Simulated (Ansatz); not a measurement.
# hcp Er

All values below come from PBEsol (Ansatz, a program for electronic structure, PAW).

Settings: plane-wave cutoff 500 eV, 24×24×14 k mesh (along the axes of the cell as run), Fermi–Dirac smearing 0.1 eV, spin-polarised with parallel moments, scalar-relativistic PAW data made under PBE.

Cell (relaxed at this level):

```yaml
crystal:
  lattice:
    - [1.78461, -3.09104, 0.00000]
    - [1.78461, 3.09104, 0.00000]
    - [0.00000, 0.00000, 5.75706]
  atoms:
    - { symbol: Er, position: [0.33333, 0.66667, 0.25000] }
    - { symbol: Er, position: [0.66667, 0.33333, 0.75000] }
```

```
Item                                                          Value
----------------------------------------------------------  -------
magnetic moment per atom (the cell's total over its atoms)  2.49 μB
```

Note: the 4f shell is treated without U or exact exchange, so its levels and filling can be wrong; the collinear magnetic order is the start's and need not be the measured one.

Moments are spin moments.

Spin–orbit coupling is not included.

Computed values are for the static lattice.

Cost on a shared machine: around 12 core-minutes (rough).
